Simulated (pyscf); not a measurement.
PH₂• + GaH₂• → PH [triplet] + GaH₃ (hydrogen abstraction; triplet surface; H–P broken, Ga–H formed). Optimised with ωB97X-D3(BJ)/def2-SVP in PySCF. MP2 and CC: frozen core, UHF for open shells. ΔMP2 is the change of the MP2 total energy from the triple- to the quadruple-zeta basis. Energies in kcal/mol from the separated reactants.

| level | barrier | reaction energy |
|---|---|---|
| ωB97X-D3(BJ)/def2-TZVP | 0.5 | -3.7 |
| r²SCAN/def2-TZVP | -3.5 | -2.0 |
| PBE0-D3(BJ)/def2-TZVP | -2.1 | -2.2 |
| HF/def2-TZVP | 16.9 | -8.0 |
| CCSD/def2-TZVPP | 3.6 | -7.1 |
| CCSD(T)/def2-TZVPP | 1.5 | -6.6 |
| CCSD(T)/def2-TZVPP + ΔMP2(QZVPP) | 0.5 | -6.6 |

On the reactant side the descent ends in a complex, 4.9 kcal/mol under the separated species and 5.4 kcal/mol under the saddle at ωB97X-D3(BJ)/def2-TZVP. On the product side the descent ends in a complex, 5.1 kcal/mol under the separated species and 9.2 kcal/mol under the saddle at ωB97X-D3(BJ)/def2-TZVP. At r²SCAN, PBE0-D3(BJ) the saddle lies under the separated reactants, which points to a path from their complex (located at ωB97X-D3(BJ) alone). At r²SCAN the saddle lies under the separated products, which points to a path from their complex (located at ωB97X-D3(BJ) alone). PH₂• + GaH₂• also meet on a surface of lower spin, which isn't treated here. This is the saddle that the search found; another between the same sides may lie lower. The angle at the transferred H is 114°: a side-on saddle, likely not the lowest. The CCSD(T) − MP2 part came from Ansatz, without density fitting, on the same reference. The frozen core leaves the outer d or s,p core shells of the metals and heavy elements correlated in the MP2 and CC values, and def2-TZVPP describes them poorly, which can shift differences by a few kcal/mol. Elements up to Kr have no core potential and no relativistic terms here.
